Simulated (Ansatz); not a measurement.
Basis-set series for acetonitrile, C2H3N. The species carries charge 0 and has multiplicity 1. The geometry is a stationary point of PBE0-D4/def2-TZVP.

```xyz
6

C    -0.4062   -0.0110   -0.2686
C     0.8023    0.0217    0.5306
N     1.7605    0.0477    1.1642
H    -0.8923    0.9656   -0.2534
H    -0.1660   -0.2688   -1.3011
H    -1.0983   -0.7551    0.1283
```

| functional | basis | functions | energy (Eh) | HOMO (eV) | LUMO (eV) |
| --- | --- | --- | --- | --- | --- |
| PBE0-D4 | def2-SVP | 57 | -132.49369 | -9.40 | 1.19 |
| PBE0-D4 | def2-QZVPP | 261 | -132.65147 | -9.49 | 0.38 |
| ωB97M-V | def2-SVP | 57 | -132.59469 | -11.71 | 3.25 |
| ωB97M-V | def2-QZVPP | 261 | -132.75937 | -11.83 | 1.48 |

Task: Give the rows for def2-TZVPP. (Best estimate.)

Result: Ansatz gave: 
```
functional       basis  functions  energy (Eh)  HOMO (eV)  LUMO (eV)
   PBE0-D4  def2-TZVPP        135   -132.64434      -9.47       0.86
   ωB97M-V  def2-TZVPP        135   -132.75264     -11.81       2.25
```

Positive LUMOs are unbound and depend on the basis.
